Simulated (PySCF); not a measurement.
## Isomers of C4H8O2: computed energies against enthalpies of formation

**What was measured.**

CRC Handbook of Chemistry and Physics lists, for the gas at 298.15 K: enthalpy of formation of `CCCC(=O)O` (butyric acid) -475.9 kJ/mol; enthalpy of formation of `C1COCOC1` (1,3-dioxane) -340.6 kJ/mol; enthalpy of formation of `C1COCCO1` (1,4-dioxane) -315.3 kJ/mol.

How close the calculation comes is told at the end.

Differences of these values give the isomerisation enthalpies. Geometries: PBE0-D3(BJ)/def2-TZVP; runs in PySCF, gas phase, with a dispersion term only where the level names one. Total electronic energies (Eh):

```json
{"SMILES": "CCCC(=O)O", "PBE0-D3(BJ)/def2-TZVP": "-307.49617", "PBE0/pcSseg-2": "-307.48954", "CAM-B3LYP/aug-cc-pVTZ": "-307.69850", "PBE0/aug-cc-pVTZ": "-307.48298"}
{"SMILES": "C1COCOC1", "PBE0-D3(BJ)/def2-TZVP": "-307.44886", "PBE0/pcSseg-2": "-307.44103", "CAM-B3LYP/aug-cc-pVTZ": "-307.65002", "PBE0/aug-cc-pVTZ": "-307.43498"}
{"SMILES": "C1COCCO1", "PBE0-D3(BJ)/def2-TZVP": "-307.43979", "PBE0/pcSseg-2": "-307.43200", "CAM-B3LYP/aug-cc-pVTZ": "-307.64188", "PBE0/aug-cc-pVTZ": "-307.42618"}
```

Geometry of `CCCC(=O)O` (Å):
```
atom  x, y, z in Å
C1    -1.7884   -0.2969    0.7795
C2    -0.5336    0.5338    0.5787
C3     0.5411   -0.2293   -0.1692
C4     1.7867    0.5713   -0.4095
O5     1.9774    1.7038   -0.0594
O6     2.7094   -0.1385   -1.0866
H7    -2.5580    0.2712    1.3055
H8    -2.2094   -0.6186   -0.1772
H9    -1.5806   -1.1961    1.3662
H10   -0.7682    1.4505    0.0314
H11   -0.1358    0.8582    1.5439
H12    0.1792   -0.5770   -1.1432
H13    0.8337   -1.1377    0.3694
H14    3.4744    0.4428   -1.1986
```

Geometry of `C1COCOC1` (Å):
```
atom  x, y, z in Å
C1    -0.709    0.714    0.665
C2    -1.155   -0.051   -0.568
O3    -0.552   -1.330   -0.599
C4     0.837   -1.223   -0.551
O5     1.298   -0.614    0.616
C6     0.807    0.708    0.717
H7    -1.107    0.227    1.559
H8    -1.088    1.740    0.637
H9    -2.234   -0.212   -0.583
H10   -0.879    0.506   -1.478
H11    1.191   -0.649   -1.428
H12    1.241   -2.234   -0.570
H13    1.187    1.113    1.656
H14    1.215    1.314   -0.108
```

Geometry of `C1COCCO1` (Å):
```
atom  x, y, z in Å
C1     0.552    1.267    0.034
C2     1.132    0.091    0.786
O3     0.122   -0.836    1.122
C4    -0.552   -1.268   -0.040
C5    -1.133   -0.092   -0.793
O6    -0.124    0.836   -1.127
H7    -0.142    1.816    0.690
H8     1.341    1.950   -0.289
H9     1.899   -0.399    0.167
H10    1.592    0.416    1.722
H11   -1.341   -1.951    0.283
H12    0.143   -1.816   -0.694
H13   -1.591   -0.418   -1.729
H14   -1.901    0.396   -0.174
```

Zero-point and thermal terms are left out, so the computed numbers are electronic energies.

## Comparison

Relative to `CCCC(=O)O`, the lowest by measurement, in kJ/mol (measured: enthalpies at 298.15 K; computed: electronic energies):

```tsv
SMILES	measured	PBE0-D3(BJ)/def2-TZVP	PBE0/pcSseg-2	CAM-B3LYP/aug-cc-pVTZ	PBE0/aug-cc-pVTZ
CCCC(=O)O	0.0	0.0	0.0	0.0	0.0
C1COCOC1	135.3	124.2	127.4	127.3	126.0
C1COCCO1	160.6	148.0	151.1	148.7	149.1
```

Measured values: -475.9 kJ/mol (298.15 K; CRC Handbook of Chemistry and Physics) for the first row; the others come from the same table. Mean unsigned miss over the other isomers: PBE0/pcSseg-2 8.7, CAM-B3LYP/aug-cc-pVTZ 10.0, PBE0/aug-cc-pVTZ 10.4, PBE0-D3(BJ)/def2-TZVP 11.9 kJ/mol. One conformer stands for `CCCC(=O)O`, not necessarily the lowest, while the measurement averages over conformers. Where a level misses, the cause wasn't examined.
